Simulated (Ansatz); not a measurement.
in.yaml

```yaml
crystal:
  periodic: [false, false, false]
  atoms:
    - {symbol: Se, position_ang: [0.000000, 0.000000, 0.000000]}
    - {symbol: Li, position_ang: [0.000000, 0.000000, 2.880000]}
basis:
  gaussian: {orbitals: cc-pVDZ}
total_charge: 1
correlation: {method: fci, electrons: outside_noble_gas}
```

```sh
$ ansatz run in.yaml --threads 1 --pin off --events-out ev --progress --plain --max-ram 2393MiB
```

Log:

```
763 factors; integrals over basis functions are off by at most 1.1e-7 eV
mean field evaluation 1: about -65496.9928 eV, gradient 1.1e1 eV
mean field evaluation 2: about -65497.0030 eV, gradient 1.1e1 eV
mean field evaluation 4: about -65497.3884 eV, gradient 3.8e-1 eV
mean field evaluation 8: about -65497.3908 eV, gradient 5.9e-5 eV
mean field evaluation 16: about -65497.3893 eV, gradient 4.9e-1 eV
mean field evaluation 32: about -65497.3884 eV, gradient 4.8e-1 eV
mean field -65497.39084013 eV, -2406.9847176486 hartree, gradient 2.7e-6 eV, S^2 0.000000; 4 other end points of the search recorded, 0 dependent functions left out; unrestricted orbitals would lower it
unrestricted determinant -65498.98844678 eV, -2407.0434286103 hartree, S^2 1.0179
15 core orbitals not correlated: weight in the atoms' cores, before any rotation towards them, 1.000 or more for the frozen orbitals, at most 0.000 for the correlated occupied ones
reference -65497.39084013 eV, -2406.9847176486 hartree; 3, 3 occupied and 23, 23 virtual orbitals, 763 factors
state -65500.72936722 eV, -2407.1074062565 hartree
Total energy: -65500.72936722 eV, -2407.1074062565 hartree
```

Natural occupations: 1.9635 1.9544 1.0060 0.9773 0.0186 0.0175 0.0142 0.0142 0.0103 0.0059 0.0056 0.0055 0.0052 0.0007 0.0004 0.0004 0.0001 0.0001 0.0000 0.0000 0.0000 0.0000 0.0000 0.0000.

Ran on 1 thread of Arm Neoverse V1, shared host: 11 s wall, 0.24 GiB peak host memory.
